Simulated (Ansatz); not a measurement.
hcp Cd was calculated with rVV10 (PAW; Ansatz, an electronic-structure program).

Run with plane-wave cutoff 520 eV, 24×24×10 k mesh (along the axes of the cell as run), Fermi–Dirac smearing 0.05 eV, scalar-relativistic PAW data made under PBE.

Properties against volume:

Shape and atoms are relaxed at each volume.

```csv
V (Å³/atom),P (GPa),c (Å),a (Å)
22.181,1.81,5.627,3.017
22.643,0.83,5.700,3.029
23.105,0.00,5.778,3.039
23.567,-0.71,5.855,3.049
24.029,-1.34,5.926,3.060
```

Note: the bulk modulus comes from volumes at which shape and atoms were relaxed.
